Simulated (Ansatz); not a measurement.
# AlF₂ (doublet): wave-function methods side by side at angle F2–Al1–F3 = 138.4°, cc-pVDZ

One table from this session's results is given with a row withheld; the runs are named, their logs left out.

Program: Ansatz 0.2.0, Gaussian basis. Level of theory: cc-pVDZ, core rule «outside noble gas», up to 7 orbitals frozen. These are calculated values, not measurements.

Plan: UHF; CCSD(T) on ROHF; CCSD(T) on UHF; BCCD(T) on ROHF; CISD; CCSDT(Q) on ROHF; CCSDT(Q) on UHF; CASSCF and MRCISD+Q, 3 electrons in 3 orbitals; CASSCF and NEVPT2, 3 electrons in 3 orbitals.

32 further runs of the same task are left out: 16 for a known fault of the program, 2 for a mislabelled method, 13 that didn't finish, 1 set aside as unsound or not needed.

## The geometry

The geometry derives from a PBE0/def2-TZVP stationary point (not a proven minimum). One angle is set to the value named; bond lengths are kept.

3 atoms, charge 0, spin multiplicity 2.

Atoms are counted from 1 here; the program's logs count them from 0.

Bond lengths: Al1–F2 1.647 Å, Al1–F3 1.647 Å. Angles: F2–Al1–F3 138.4°.

The first run:

Contents of in.yaml:

```yaml
crystal:
  periodic: [false, false, false]
  atoms:
    - {symbol: Al, position_ang: [0.000000, -0.341905, 0.000000]}
    - {symbol: F, position_ang: [0.000000, 0.242786, -1.539210]}
    - {symbol: F, position_ang: [0.000000, 0.242786, 1.539210]}
basis:
  gaussian: {orbitals: cc-pVDZ}
magnetization: {spin_polarized: true, initial_magnetization: 1}
hamiltonian: {xc: hf}
output: {orbitals: {seedname: orbitals}}
```

Run with:

```
> ansatz run in.yaml --threads 1 --pin off --events-out ev --progress --plain --max-ram 2393MiB
```

Steps of the session up to this table: UHF; CCSD(T) on ROHF; CCSD(T) on UHF; BCCD(T) on ROHF; CISD; CCSDT(Q) on ROHF; CCSDT(Q) on UHF; CASSCF and MRCISD+Q, 3 electrons in 3 orbitals; CASSCF and NEVPT2, 3 electrons in 3 orbitals.

One table of the session follows, with a row left open; its other results are not shown here.

| method | from UCCSDT(Q) (kJ/mol) |
| --- | --- |
| ROHF | +1136.5 |
| UHF | +1134.8 |
| RMP2 | +31.0 |
| UMP2 | +30.3 |
| CISD | ? |
| RCCSD | +22.2 |
| UCCSD | +22.1 |
| RCCSD(T) | +4.0 |
| UCCSD(T) | +4.0 |
| BCCD(T) | +3.4 |
| RCCSDT | +2.7 |
| UCCSDT | +2.7 |
| RCCSDT(Q) | +0.5 |
| UCCSDT(Q) | 0 |
| CASSCF pair | +1094.5 |
| NEVPT2 pair | +38.5 |
| MRCISD pair | +99.4 |
| MRCISD+Q pair | +20.5 |

**Question.** Estimate the row for CISD.

As computed: from UCCSDT(Q) (kJ/mol): +105.9. In the column «from UCCSDT(Q) (kJ/mol)» it lies between MRCISD pair (+99.4) and CASSCF pair (+1094.5).

Caveats from the session: Restricted and unrestricted rows rest on different reference determinants; where their highest levels disagree by more than a few hundredths of an eV, they describe different states and don't form one ladder.
